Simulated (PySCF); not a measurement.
**Which functional comes closest?**

Molecule: `C1C(O)CCC1`, C5H10O.

Molfile (atoms numbered from 1):
```
C5H10O
     RDKit          3D

 16 16  0  0  0  0  0  0  0  0999 V2000
    1.2859    0.1852    1.4409 O   0  0  0  0  0  0  0  0  0  0  0  0
    1.1458   -0.0329    0.0538 C   0  0  0  0  0  0  0  0  0  0  0  0
    0.2912   -1.2794   -0.1210 C   0  0  0  0  0  0  0  0  0  0  0  0
   -1.1431   -0.8013    0.1599 C   0  0  0  0  0  0  0  0  0  0  0  0
   -1.1384    0.7219   -0.1159 C   0  0  0  0  0  0  0  0  0  0  0  0
    0.2820    1.0436   -0.6003 C   0  0  0  0  0  0  0  0  0  0  0  0
    1.6958    1.0469    1.5658 H   0  0  0  0  0  0  0  0  0  0  0  0
    2.1363   -0.1327   -0.4325 H   0  0  0  0  0  0  0  0  0  0  0  0
    0.6236   -2.0880    0.5460 H   0  0  0  0  0  0  0  0  0  0  0  0
    0.3931   -1.6371   -1.1580 H   0  0  0  0  0  0  0  0  0  0  0  0
   -1.4092   -0.9969    1.2083 H   0  0  0  0  0  0  0  0  0  0  0  0
   -1.8783   -1.3365   -0.4594 H   0  0  0  0  0  0  0  0  0  0  0  0
   -1.3544    1.2743    0.8102 H   0  0  0  0  0  0  0  0  0  0  0  0
   -1.8999    1.0238   -0.8502 H   0  0  0  0  0  0  0  0  0  0  0  0
    0.6128    2.0657   -0.3514 H   0  0  0  0  0  0  0  0  0  0  0  0
    0.3568    0.9434   -1.6962 H   0  0  0  0  0  0  0  0  0  0  0  0
  1  2  1  0
  2  3  1  0
  3  4  1  0
  4  5  1  0
  5  6  1  0
  6  2  1  0
  1  7  1  0
  2  8  1  0
  3  9  1  0
  3 10  1  0
  4 11  1  0
  4 12  1  0
  5 13  1  0
  5 14  1  0
  6 15  1  0
  6 16  1  0
M  END
```

Geometry PBE0-D3(BJ)/def2-SVP throughout; GIAO in PySCF 2.14.0 with density-fitted response routines, gas phase, one conformer, non-relativistic; equivalent atoms averaged; basis pcSseg-1.

Reference values (measured; solution, not stated per compound (mostly CDCl3 or CCl4); Pretsch, Buehlmann, Badertscher, Structure Determination of Organic Compounds, 4th ed. (2009)): δ(C2) = 73.7 ppm, δ(C3/C6) = 35.4 ppm, δ(C4/C5) = 23.4 ppm. Computed shifts are taken against TMS, calculated as an isolated molecule at each level.

Problem. How do the functionals HF, LDA, PBE, BLYP, BP86, OPBE, KT2, KT3, B97-D, B3LYP, PBE0, mPW1PW91, WP04, B97-2, BHandHLYP, CAM-B3LYP, wB97X-D, LC-wPBE perform against the reference? Times are CPU seconds on shared hosts with different chips, so compare them loosely.

Solution. 
| functional | kind | C2 | C3/C6 | C4/C5 | mean abs. error C | core-s |
| --- | --- | --- | --- | --- | --- | --- |
| HF | Hartree–Fock | 66.3 | 33.7 | 20.2 | 4.1 | 5 |
| LDA | LDA | 81.7 | 40.1 | 23.4 | 4.2 | 15 |
| PBE | GGA | 79.4 | 39.3 | 24.6 | 3.6 | 21 |
| BLYP | GGA | 81.0 | 40.4 | 25.6 | 4.8 | 20 |
| BP86 | GGA | 79.5 | 39.4 | 24.7 | 3.7 | 18 |
| OPBE | GGA | 75.3 | 37.2 | 24.5 | 1.5 | 18 |
| KT2 | GGA | 77.4 | 38.2 | 24.0 | 2.4 | 22 |
| KT3 | GGA | 76.2 | 37.8 | 25.0 | 2.2 | 22 |
| B97-D | GGA | 78.1 | 38.9 | 25.2 | 3.2 | 22 |
| B3LYP | global hybrid | 77.9 | 39.0 | 24.3 | 2.9 | 14 |
| PBE0 | global hybrid | 75.7 | 37.7 | 23.3 | 1.5 | 15 |
| mPW1PW91 | global hybrid | 75.6 | 37.7 | 23.5 | 1.4 | 14 |
| WP04 | global hybrid | 78.8 | 39.2 | 26.9 | 4.1 | 19 |
| B97-2 | global hybrid | 75.1 | 37.5 | 23.8 | 1.3 | 25 |
| BHandHLYP | global hybrid | 73.6 | 37.1 | 22.7 | 0.8 | 34 |
| CAM-B3LYP | range-separated hybrid | 76.5 | 38.2 | 23.1 | 2.0 | 36 |
| wB97X-D | range-separated hybrid | 75.1 | 37.6 | 23.2 | 1.3 | 47 |
| LC-wPBE | range-separated hybrid | 73.6 | 36.4 | 21.8 | 0.9 | 48 |

For 13C the closest is BHandHLYP (0.8 ppm, with LC-wPBE practically level) and the furthest BLYP (4.8 ppm). One molecule is a small sample, and vibrational and solvent effects are absent from the calculation.
